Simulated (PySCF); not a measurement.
The dipole of 1,1-dichlorocyclopropane, `ClC1(Cl)CC1` from its density and from atomic charges.

Coordinates (PBE0-D3(BJ)/def2-TZVP, Å) and charges (e) from the PBE0/pcSseg-2 density (PySCF):

```json
{"atom": "Cl1", "x": "-0.615", "y": "2.158", "z": "0.181", "Mulliken": "-0.1070", "IAO": "-0.0483", "Hirshfeld": "-0.0341", "ESP-fitted": "-0.0567"}
{"atom": "C2", "x": "-0.009", "y": "0.551", "z": "0.515", "Mulliken": "+0.0773", "IAO": "+0.0011", "Hirshfeld": "+0.0291", "ESP-fitted": "-0.0214"}
{"atom": "Cl3", "x": "0.561", "y": "0.363", "z": "2.157", "Mulliken": "-0.1065", "IAO": "-0.0475", "Hirshfeld": "-0.0337", "ESP-fitted": "-0.0562"}
{"atom": "C4", "x": "-0.676", "y": "-0.604", "z": "-0.139", "Mulliken": "-0.1326", "IAO": "-0.2997", "Hirshfeld": "-0.0997", "ESP-fitted": "-0.2859"}
{"atom": "C5", "x": "0.705", "y": "-0.172", "z": "-0.569", "Mulliken": "-0.1329", "IAO": "-0.2998", "Hirshfeld": "-0.0997", "ESP-fitted": "-0.2806"}
{"atom": "H6", "x": "-0.768", "y": "-1.511", "z": "0.444", "Mulliken": "+0.1004", "IAO": "+0.1735", "Hirshfeld": "+0.0595", "ESP-fitted": "+0.1758"}
{"atom": "H7", "x": "-1.507", "y": "-0.383", "z": "-0.795", "Mulliken": "+0.1005", "IAO": "+0.1736", "Hirshfeld": "+0.0595", "ESP-fitted": "+0.1768"}
{"atom": "H8", "x": "1.547", "y": "-0.787", "z": "-0.276", "Mulliken": "+0.1004", "IAO": "+0.1735", "Hirshfeld": "+0.0595", "ESP-fitted": "+0.1743"}
{"atom": "H9", "x": "0.808", "y": "0.341", "z": "-1.516", "Mulliken": "+0.1005", "IAO": "+0.1736", "Hirshfeld": "+0.0595", "ESP-fitted": "+0.1740"}
```

Q: Form Σ q r in debye for every column and set it beside the full dipole.

A: The full density gives (0.04, -1.62, -1.49) D, 2.20 D in size; dipole vectors point from the negative to the positive end.

```
    scheme    μx     μy     μz  size (D)  share of the full size (%)  angle to the full dipole (°)
  Mulliken  0.04  -1.72  -1.59      2.34                         106                             0
       IAO  0.04  -1.41  -1.30      1.92                          87                             0
 Hirshfeld  0.02  -0.63  -0.58      0.86                          39                             0
ESP-fitted  0.04  -1.66  -1.53      2.25                         102                             0
```

Q: Which set comes closest?

A: Length of the difference vector: ESP-fitted 0.05 D, Mulliken 0.14 D, IAO 0.28 D, Hirshfeld 1.35 D. Closest: ESP-fitted. ESP charges are fitted to the potential around the molecule, whose slowest-falling term is the dipole's. 

Q: What is left for the Hirshfeld atoms' own dipoles?

A: The Hirshfeld atoms' densities add up to the full density, so μ = Σ q r + Σ (atomic dipoles). The atomic dipoles sum to (0.04, -1.62, -1.49) − (0.02, -0.63, -0.58) = (0.02, -0.99, -0.91) D, 1.35 D in size.

Q: With the origin at the mean of the coordinates, (0.005, -0.005, 0.000) Å, which are the largest single terms, by size, of the IAO dipole along the direction of the full one?

A: C4 -0.75, C5 -0.75, H6 +0.66, H8 +0.66, H7 +0.66 D; all 9 atoms together +1.92 D. The single terms depend on the origin, their sum doesn't.

Q: Give the size of the full dipole in other units.

A: 2.20 D = 0.867 au = 0.459 e·Å = 7.35 × 10⁻³⁰ C·m.

Isolated species at its PBE0-D3(BJ)/def2-TZVP geometry, gas phase.
